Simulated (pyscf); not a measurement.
Optimised with ωB97X-D3(BJ)/def2-SVP in PySCF.

Q: What are the homolytic bond dissociation enthalpies (298 K) of methyltrichlorosilane (H₃C–Si(Cl)(Cl)–Cl) at ωB97M-D3(BJ)/def2-TZVP, weakest first?

A: C–Si to CH₃• + Cl–Si•(Cl)–Cl: 398.4 kJ/mol; C–H to •H₂C–Si(Cl)(Cl)–Cl + H•: 429.6 kJ/mol; Cl–Si to H₃C–Si•(Cl)–Cl + Cl•: 475.6 kJ/mol. Ring and multiple bonds, and those that leave no two simple radicals, are not listed. Other isomers of •H₂C–Si(Cl)(Cl)–Cl, H₃C–Si•(Cl)–Cl were not searched in full and may lie lower. Left out: the spin-orbit lowering of Cl.
